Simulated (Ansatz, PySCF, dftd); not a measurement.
System: CS, charge 0, singlet. CS (SMILES [C-]#[S+]).
B3LYP-D3(BJ)/def2-TZVP minimum from Ansatz (a first-principles code):
```
C
S 1 1.5320
```
Charge 0, spin multiplicity 1.

Wanted: enthalpy of formation at 298 K (by atomisation, with ideal-gas terms from PySCF's Hessian at B3LYP-D3(BJ)/def2-TZVP and the atoms' measured values of the G2/97 table; no spin-orbit terms), in kcal/mol. UHF or UKS for unpaired electrons; spin-orbit terms are left out. Cores are frozen in correlated methods. Rows without X2C or -DK are non-relativistic. CBS(X,Y): correlation extrapolated as X^-3, Hartree-Fock from the larger set (Q,5: extrapolated as (X+1)exp(-9√X)). A bracket is a step between two methods taken in the basis named. Functionals run without relativity, which enters their misses. Double hybrids freeze cores in their MP2 part. '+ core + X2C': CCSD(T) terms for core correlation (cc-pwCVTZ, 1s frozen past Ne) and scalar relativity (cc-pVTZ-DK). The T1 diagnostic of CS ([C-]#[S+], singlet) reaches 0.025 in the sets run.

Compared with CCSD(T)/CBS(cc-pV(Q+d)Z,cc-pV(5+d)Z) + [CCSDT(Q) - CCSD(T)]/cc-pV(5+d)Z + [CCSDTQ - CCSDT(Q)]/cc-pV(D+d)Z + core + X2C (Ansatz): 66.2 kcal/mol.

Costs are rough ratios of core time, to one figure, on one kind of shared machine, summed over the single points of the molecules; atoms, geometries and frequencies are left out. The first row took roughly 2 core seconds; short runs hold start-up time.

```tsv
level	program	cost relative to the first row	difference (kcal/mol)
B2GP-PLYP-D4/def2-TZVPD	Ansatz + dftd4	1	4.9
B2GP-PLYP/def2-TZVPD	Ansatz	1	5.1
CCSD(T)/cc-pV(5+d)Z	Ansatz	10	2.8
CCSD(T)/CBS(cc-pV(Q+d)Z,cc-pV(5+d)Z) + [CCSDT(Q) - CCSD(T)]/cc-pV(T+d)Z + core + X2C	Ansatz	50	-0.1
CCSD(T)/CBS(cc-pV(Q+d)Z,cc-pV(5+d)Z) + [CCSDT(Q) - CCSD(T)]/cc-pV(T+d)Z + [CCSDTQ - CCSDT(Q)]/cc-pV(D+d)Z + core + X2C	Ansatz	100	0.0
CCSDT(Q)/cc-pV(Q+d)Z	Ansatz	200	3.9
CCSD(T)/CBS(cc-pV(Q+d)Z,cc-pV(5+d)Z) + [CCSDT(Q) - CCSD(T)]/cc-pV(5+d)Z + core + X2C	Ansatz	1000	-0.1
```

The dearest row costs roughly 1000 times the first. Costs within a factor of two don't rank. The table holds for this case alone.
